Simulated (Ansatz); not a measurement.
AlH2O2, SMILES `[OH][Al][OH]` radical. Total charge 0; spin multiplicity 2. Geometry: relaxed with PBE0-D4/def2-TZVP. It is one conformer, not always the lowest.

```xyz
5

O     0.987    0.890    0.943
Al    0.240   -0.574    0.525
O    -0.809   -0.612   -0.817
H     0.842    1.701    0.454
H    -1.259   -1.405   -1.106
```

Question: What is the dipole moment at B3LYP/def2-TZVPP? (Estimate.)

Answer: The calculation gave: 1.34 D, with components (-0.72, -0.97, -0.57) D in this frame, pointing from negative to positive charge.

Question: And with PBE, r2SCAN, ωB97M-V? (Best estimate.)

Answer: Computed: PBE 1.27 D, r2SCAN 1.29 D, ωB97M-V 1.35 D.

Question: Give the Mulliken charges with B3LYP, ωB97M-V, r2SCAN in def2-TZVPP. (An estimate is asked.)

Answer: The calculation gave: 
| atom | B3LYP | ωB97M-V | r2SCAN |
| --- | --- | --- | --- |
| O1 | -0.41 | -0.40 | -0.44 |
| Al2 | 0.45 | 0.44 | 0.48 |
| O3 | -0.38 | -0.37 | -0.42 |
| H4 | 0.17 | 0.16 | 0.19 |
| H5 | 0.18 | 0.16 | 0.19 |

B3LYP here is the variant with VWN-RPA as its local correlation; programs differ in this.
